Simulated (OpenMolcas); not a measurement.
**N₂: electronic states by CASSCF, CASPT2 and spin–orbit RASSI**

Aim: the low electronic states of N₂, first without spin–orbit coupling and then as Ω levels, at one distance and along the bond.

Program: OpenMolcas 26.06. Level of theory: SA-CASSCF(10,8), XMS-CASPT2, RASSI; ANO-RCC-VTZP. These are calculated values, not measurements.

## (1) The job

C2 symmetry about the axis (a holds Σ, Δ, Γ; b holds Π, Φ, H; Σ⁺ and Σ⁻ are not told apart); roots by multiplicity and irrep: 1a 1, 3b 2, 1b 2.

Active shells: N 2s 2p, N 2s 2p.

m.inp

```
&GATEWAY
Coord
2
angstrom
N 0.0 0.0 0.0
N 0.0 0.0 1.0960
Basis=ANO-RCC-VTZP
Group=XY
RX2C
AMFI
ANGMom
0.0 0.0 0.0
RICD
&SEWARD
&GUESSORB
&RASSCF
FileOrb=$CurrDir/o11.orb
Symmetry=1
Spin=1
nActEl=10 0 0
Inactive=2 0
RAS2=4 4
CIRoot=1 1 1
Linear
Iterations=120 100
OrbListing=Nothing
PRWF=0.15
>>COPY $Project.RasOrb $CurrDir/o11.orb
>>COPY $Project.rasscf.h5 $CurrDir/r11.h5
&CASPT2
XMultistate=all
Imaginary=0.2
IPEA=0.25
MaxIter=40
>>COPY $Project.JobMix JOB001
&RASSCF
FileOrb=$CurrDir/o32.orb
Symmetry=2
Spin=3
nActEl=10 0 0
Inactive=2 0
RAS2=4 4
CIRoot=2 2 1
Linear
Iterations=120 100
OrbListing=Nothing
PRWF=0.15
>>COPY $Project.RasOrb $CurrDir/o32.orb
>>COPY $Project.rasscf.h5 $CurrDir/r32.h5
&CASPT2
XMultistate=all
Imaginary=0.2
IPEA=0.25
MaxIter=40
>>COPY $Project.JobMix JOB002
&RASSCF
FileOrb=$CurrDir/o12.orb
Symmetry=2
Spin=1
nActEl=10 0 0
Inactive=2 0
RAS2=4 4
CIRoot=2 2 1
Linear
Iterations=120 100
OrbListing=Nothing
PRWF=0.15
>>COPY $Project.RasOrb $CurrDir/o12.orb
>>COPY $Project.rasscf.h5 $CurrDir/r12.h5
&CASPT2
XMultistate=all
Imaginary=0.2
IPEA=0.25
MaxIter=40
>>COPY $Project.JobMix JOB003
&RASSI
Nr of JobIphs=3 1 2 2
1
1 2
1 2
SpinOrbit
EJob
Omega
MEES
MESO
Properties=4
'AngMom' 3 'Mltpl  1' 1 'Mltpl  1' 2 'Mltpl  1' 3
Thrs=1.0d-4
>>COPY $Project.rassi.h5 $CurrDir/so.h5
```

Each module block was a call of its own in one work directory; start orbitals came from a preliminary run.

Started as:

```sh
$ pymolcas m.inp
```

## (2) CASSCF and CASPT2, block by block

After this run come: From Λ–S states to Ω levels.

What does the calculation give? Wanted: lowest spin-free state; next spin-free state; lowest level; next level; lowering by spin–orbit coupling; lowest curve, Re and ωe.

As calculated:

| quantity | value |
| --- | --- |
| lowest spin-free state | (1)1Σ |
| next spin-free state | (1)3Π, 7.967 eV |
| lowest level | Ω = 0, 100 % (1)1Σ |
| next level | Ω = 0, 64211 cm⁻¹ |
| lowering by spin–orbit coupling | 0 cm⁻¹ |
| lowest curve, Re and ωe | 1.105 Å, 2321 cm⁻¹ |

In words: At 1.096 Å the lowest computed level has Ω = 0 and is 100 % (1)1Σ. Measured (Huber and Herzberg, Constants of Diatomic Molecules, 1979): X 1Σg+ Te 0, Re 1.09769, ωe 2358.57; k 1Πg Te 36, Re 1.109; G 3Δg Te 78, Re 1.6107; A' 5Σg+ Te 79 (cm⁻¹, Å). g and u states are not told apart. Only the spin multiplicities and numbers of roots in the input were computed, so the list of states is not complete and the lowest one found need not be the ground state; labels number the states computed.
